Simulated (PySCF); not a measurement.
4-pentenenitrile, C5H7N.
SMILES with atom numbers: `[CH2:1]=[CH:2][CH2:3][CH2:4][C:5]#[N:6]` (hydrogens: H7, H8 on C1; H9 on C2; H10, H11 on C3; H12, H13 on C4)

The closed-shell SCF was solved with PySCF and density fitting under several settings on one GFN2-xTB geometry (grid level 2 and gas phase unless stated).

| settings | basis functions | SCF cycles | E (Eh) | HOMO (eV) | LUMO (eV) | dipole (D) |
| --- | --- | --- | --- | --- | --- | --- |
| PBE0/pcSseg-1 | 137 | 14 | -249.1221 | -7.93 | -0.03 | 3.91 |
| PBE0/def2-SVPD | 176 | 14 | -248.9800 | -7.94 | -0.14 | 3.95 |
| LDA/def2-SVPD, fitting basis def2-universal-jkfit | 176 | 11 | -247.0194 | -7.00 | -1.40 | 3.97 |

Estimate the row for these settings: B97-D/MINI, grid level 1.

```
                settings  basis functions  SCF cycles     E (Eh)  HOMO (eV)  LUMO (eV)  dipole (D)
B97-D/MINI, grid level 1               37          10  -247.1959      -8.91      -2.76        3.15
```

Over all rows, what range does the HOMO–LUMO gap span?

From 5.60 eV (LDA/def2-SVPD, fitting basis def2-universal-jkfit) to 7.90 eV (PBE0/pcSseg-1). The functional of the narrowest has no exact exchange, that of the widest 25 % exact exchange.

And the dipole moment?

From 3.15 D (B97-D/MINI, grid level 1) to 3.97 D (LDA/def2-SVPD, fitting basis def2-universal-jkfit); the largest is 1.26 times the smallest, and the median is 3.93 D.

Compare two rows with the functional PBE0: PBE0/pcSseg-1 and PBE0/def2-SVPD. Which energy is lower, and by how much?

PBE0/pcSseg-1 (137 functions) lies 0.1421 Eh or 89 kcal/mol below PBE0/def2-SVPD (176 functions). The smaller set gives the lower energy; the two sets aren't nested, so the variational bound doesn't order them by size.

Whole jobs, the steps after the SCF included, on an Intel Xeon at 2.50 GHz with one thread, no GPU, shared host:

```json
{"settings": "PBE0/pcSseg-1", "work after the SCF": "shieldings, charges and field gradients", "wall time": "33 s", "peak memory": "0.76 GiB"}
{"settings": "PBE0/def2-SVPD", "work after the SCF": "6 singlets by full TDDFT, 2 Tamm–Dancoff triplets, polarisability", "wall time": "44 s", "peak memory": "0.70 GiB"}
{"settings": "LDA/def2-SVPD, fitting basis def2-universal-jkfit", "work after the SCF": "12 singlets by full TDDFT, 5 Tamm–Dancoff triplets, polarisability", "wall time": "34 s", "peak memory": "0.47 GiB"}
{"settings": "B97-D/MINI, grid level 1", "work after the SCF": "12 singlets by full TDDFT, polarisability", "wall time": "10 s", "peak memory": "0.46 GiB"}
```

B97-D ran without the empirical dispersion term, which would shift the total energy alone. Cycle counts include a coarse-grid stage where the run had one.

Shape of the structure used: `[CH2:1]=[CH:2][CH2:3][CH2:4][C:5]#[N:6]`: C1–C2–C3–C4 -117°, C2–C3–C4–C5 -63°.

One conformer stands for the species.
